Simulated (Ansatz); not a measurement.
Two structures of C₂H₅F, closed shell, reached by relaxing down either side of one saddle point (PBE0-D4/def2-TZVP). Energies are electronic, without zero-point energy. Computed with Ansatz 0.2.0 (basis: def2-TZVPP and def2-QZVPP); correlated methods freeze the cores. Extrapolation: Hartree–Fock as exp(−7.88 √X), correlation as X^−2.97. First:

F1  (-1.376, -1.039, -0.302)
C2  (-0.052, -0.635, -0.368)
H3  (0.555, -1.433, 0.069)
H4  (0.207, -0.537, -1.427)
C5  (0.128, 0.664, 0.368)
H6  (1.173, 0.980, 0.314)
H7  (-0.491, 1.447, -0.073)
H8  (-0.144, 0.554, 1.419)
(Å)

Second:

| atom | x (Å) | y (Å) | z (Å) |
| --- | --- | --- | --- |
| F1 | -1.8756 | -0.8155 | 1.2333 |
| C2 | 0.4863 | -0.3253 | -0.7109 |
| H3 | 1.0494 | -1.2161 | -0.4537 |
| H4 | -0.0947 | -0.3617 | -1.6262 |
| C5 | 0.5154 | 0.7605 | 0.0521 |
| H6 | 1.1032 | 0.8000 | 0.9630 |
| H7 | -0.0407 | 1.6544 | -0.2096 |
| H8 | -1.1433 | -0.4964 | 0.7520 |

Question: Which bonds change from the first to the second?

Answer: C₂H₅F (CCF) → C₂H₄ (C=C) + HF; bonds formed: F1–H8; bonds broken: F1–C2, C5–H8.

Question: Give the saddle point's structure and its height above each. (To be estimated.)

Answer: Computed: 63.01 kcal/mol above the first and 52.07 kcal/mol above the second (CCSD(T) at an estimated basis limit (MP2 extrapolated from triple and quadruple zeta, plus CCSD(T) − MP2 in triple zeta)).
```json
{"atom": "F1", "x (Å)": "-1.2997", "y (Å)": "-1.0388", "z (Å)": "0.5089"}
{"atom": "C2", "x (Å)": "0.1852", "y (Å)": "-0.4453", "z (Å)": "-0.5073"}
{"atom": "H3", "x (Å)": "0.7760", "y (Å)": "-1.3231", "z (Å)": "-0.2792"}
{"atom": "H4", "x (Å)": "-0.3602", "y (Å)": "-0.4711", "z (Å)": "-1.4418"}
{"atom": "C5", "x (Å)": "0.3250", "y (Å)": "0.7357", "z (Å)": "0.2216"}
{"atom": "H6", "x (Å)": "1.1110", "y (Å)": "0.8046", "z (Å)": "0.9637"}
{"atom": "H7", "x (Å)": "-0.0339", "y (Å)": "1.6631", "z (Å)": "-0.2079"}
{"atom": "H8", "x (Å)": "-0.7032", "y (Å)": "0.0748", "z (Å)": "0.7420"}
```

No T1 diagnostic of these runs exceeds 0.021.

For scale, one of the runs: CCSD(T)/def2-TZVPP, 163 basis functions, launched by `ansatz run in.yaml --threads 2 --pin off --events-out ev --progress --plain --max-ram 4352MiB`. Time: 9.5 s of wall clock on 2 CPU threads of an Intel Xeon 6975P-C; the host was shared. Peak host memory: 1.4 GiB.
